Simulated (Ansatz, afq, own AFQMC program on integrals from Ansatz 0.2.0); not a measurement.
# Where AFQMC and coupled cluster stand for O, triplet

A free O atom.

Basis 6-31G. Noble-gas cores (and the filled d shells of Ga–Kr and In–Xe) are frozen. Ansatz 0.2.0 and our own AFQMC program on the same integrals; the CISD trial comes from CCSD amplitudes, and released means the phaseless constraint is let go. Free projection: walkers drawn from exp(T), propagated without any constraint. Its projection time is finite, and what remains of the start isn't in its error. Error bars are statistical, one sigma.

Determinant: ROHF, the one that the program's search chose, which needn't be the lowest solution.

Full CI on the same integrals is exact in this basis and with this determinant's frozen core.

The T1 diagnostic is 0.0108, the weight of the determinant in the CISD state is 0.980 and the size of the correlated space is 6 electrons in 8 orbitals.

Reference: full CI, correlation energy -1.641 eV. The released energy is read at 2.40 1/Eh (meV from the phaseless value at times in 1/Eh: -0.1 ± 0.3 at 0.24, -0.7 ± 0.3 at 0.51, -0.7 ± 0.3 at 0.99, -0.1 ± 0.4 at 1.62, 0.1 ± 0.3 at 2.40).

```json
{"level": "HF", "E − E(reference) (kcal/mol)": "37.85", "share of correlation (%)": "0.00"}
{"level": "MP2", "E − E(reference) (kcal/mol)": "5.77", "share of correlation (%)": "84.75"}
{"level": "CCSD", "E − E(reference) (kcal/mol)": "0.28", "share of correlation (%)": "99.27"}
{"level": "CCSD(T)", "E − E(reference) (kcal/mol)": "0.06", "share of correlation (%)": "99.84"}
{"level": "CCSDT", "E − E(reference) (kcal/mol)": "0.01", "share of correlation (%)": "99.96"}
{"level": "CCSDT(Q)", "E − E(reference) (kcal/mol)": "0.00", "share of correlation (%)": "99.99"}
{"level": "CCSDTQ", "E − E(reference) (kcal/mol)": "0.00", "share of correlation (%)": "100.00"}
{"level": "ph-AFQMC/HF", "E − E(reference) (kcal/mol)": "0.94 ± 0.25", "share of correlation (%)": "97.52"}
{"level": "ph-AFQMC/CISD", "E − E(reference) (kcal/mol)": "0.01 ± 0.01", "share of correlation (%)": "99.98"}
{"level": "released AFQMC", "E − E(reference) (kcal/mol)": "0.01 ± 0.007", "share of correlation (%)": "99.97"}
{"level": "free AFQMC", "E − E(reference) (kcal/mol)": "0.00 ± 0.01", "share of correlation (%)": "100.00"}
```

CCSDT and higher add their correlation energy to the determinant of the CCSD(T) run, since their own runs factorise the integrals more tightly (a shift of under 2 meV). Free projections are given only where their last times agree within the noise and don't stop above the reference; a slow remainder of the start can still hide under it. A walk keeps the symmetry of its determinant, which the program's search chose and which needn't be the lowest solution, so a lower state of the same spin and another symmetry isn't excluded. Released energies are given only where the last usable release times agree within the noise; a slower fall can still hide under it.
